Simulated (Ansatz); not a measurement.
## Energy profile

The step: CH₃N ([CH2][NH]) + BH₃ → CH₆BN ([BH2][NH][CH3]); bonds formed: H2–C6; dative contacts that become bonds: B1–N5; bonds broken: B1–H2 (atoms numbered as in the saddle structure below).

```xyz
9
angstrom
B -0.4809 -0.4292 -0.8158
H -0.9848 -1.0622 0.1140
H -1.3617 0.2810 -1.2395
H 0.1810 -1.0984 -1.5588
N 0.5218 0.7972 -0.1691
C 0.6286 0.1350 0.9284
H 0.0553 1.6913 -0.0640
H 0.3022 0.5093 1.9013
H 1.1386 -0.8241 0.9035
```

Electronic energies by CCSD(T) at an estimated basis limit (MP2 extrapolated from triple and quadruple zeta, plus CCSD(T) − MP2 in triple zeta), on PBE0-D4/def2-TZVP structures; CH$_{6}$BN, singlet; no counterpoise correction. Ansatz 0.2.0; basis: def2-TZVPP and def2-QZVPP; cores frozen in the correlated methods. Extrapolation: Hartree–Fock as exp(−7.88 √X), correlation as X^−2.97.

Task: Give the profile in kJ/mol, counted from the separated reactants. (To be estimated.)

Result: Computed:
```tsv
point	kJ/mol
separated: BH$_{3}$ (B1, H2, H3, H4; singlet) + CH$_{3}$N (linked as [CH2][NH]; N5, C6, H7, H8, H9; singlet)	0.0
start structure	-144.0
saddle	-30.9
end structure	-285.3
```
The saddle lies below the separated reactants: the barrier is submerged.

T1 diagnostic: at most 0.017.

For scale, one of the runs: CCSD(T)/def2-TZVPP, 177 basis functions, launched by `ansatz run in.yaml --threads 2 --pin off --events-out ev --progress --plain --max-ram 4352MiB`. Time: 26 s of wall clock on 2 CPU threads of an Arm Neoverse V1; the host was shared. Peak host memory: 1.7 GiB.
